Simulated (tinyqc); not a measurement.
A ladder of methods, and size consistency: correlation methods against full CI in the sto-6g basis, for H2O, spin multiplicity 1. Computed by the program tinyqc with PySCF. 

Geometry (angstrom):

| atom | x | y | z |
|---|---|---|---|
| O | 0.0000 | 0.0000 | 0.0000 |
| H | 0.0000 | 0.7270 | 0.6160 |
| H | 0.0000 | -0.7270 | 0.6160 |

RHF energy of one = -75.678525 hartree

All electrons correlated; +Q is the Davidson correction (1 - c0^2) E_corr. The last columns treat two copies 100 angstrom apart as one system. FCI is the lowest singlet.

Correlation energies (hartree):

| method | E_corr of one | share of FCI (%) | E_corr of two at 100 angstrom | two minus twice one (mhartree) |
|---|---|---|---|---|
| MP2 | -0.036267 | 72.0536 | -0.072534 | 0.0000 |
| CISD | -0.049618 | 98.5781 | -0.096807 | 2.4284 |
| CISD+Q | -0.050896 | 101.1170 | -0.101425 | 0.3666 |
| CCSD | -0.050225 | 99.7832 | -0.100449 | 0.0000 |
| CCSD(T) | -0.050286 | 99.9044 | -0.100571 | 0.0000 |
| FCI | -0.050334 | 100.0000 | - | - |

MP2 recovers 72 %, CISD 98.6 % and CCSD 99.8 % of the FCI value (c0^2 = 0.974 in CISD). MP2 and coupled cluster are size consistent, so their last column vanishes; CISD loses 2.43 mhartree, since a double excitation on each copy is a quadruple of the pair, and the Davidson correction leaves +0.37.
